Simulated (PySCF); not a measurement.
Compound: C₄H₉N.
Geometry (PBE0-D3(BJ)/def2-SVP, Å), atoms numbered from 1 in this order:
```xyz
14
C4H9N angstrom
C      1.5055   -0.6882   -0.3481
C      0.7443    0.3604    0.4598
C     -0.6544    0.6002   -0.0675
C     -1.6841   -0.4361    0.2792
N     -0.9945    1.5909   -0.7901
H      2.5218   -0.8303    0.0490
H      1.0015   -1.6664   -0.3253
H      1.5935   -0.3829   -1.4021
H      1.2954    1.3152    0.4442
H      0.6883    0.0412    1.5148
H     -1.3668   -1.4375   -0.0537
H     -1.8223   -0.4924    1.3715
H     -2.6398   -0.1832   -0.1959
H     -0.1883    2.2092   -0.9357
```

The closed-shell ground state was solved at several levels (PySCF, density fitting, gas phase, non-relativistic).

```csv
level,basis functions,HOMO (eV),LUMO (eV),gap (eV),dipole (D)
PBE0/pcSseg-1,130,-7.31,0.19,7.50,2.52
B3LYP/pcJ-1,225,-7.05,-0.05,7.00,2.48
KT2/pcSseg-2,306,-6.05,-1.02,5.03,2.45
```

(1) What might wB97X-D/def2-SVPD (172 basis functions) give for the same quantities?

(2) Over all these levels, which gives the widest orbital gap and which the narrowest?

(3) How far do the dipole and the HOMO energy spread over the levels?

Answers

(1) HOMO -9.30 eV, LUMO 1.84 eV, gap 11.14 eV, dipole 2.63 D.

(2) wB97X-D/def2-SVPD (range-separated hybrid) has the widest, 11.14 eV, and KT2/pcSseg-2 (GGA) the narrowest, 5.03 eV. Functional and basis both differ between the two, so the spread mixes both effects.

(3) The dipole runs from 2.45 to 2.63 D (mean 2.52 D) and the HOMO from -9.30 to -6.05 eV.

One conformer stands for the species.
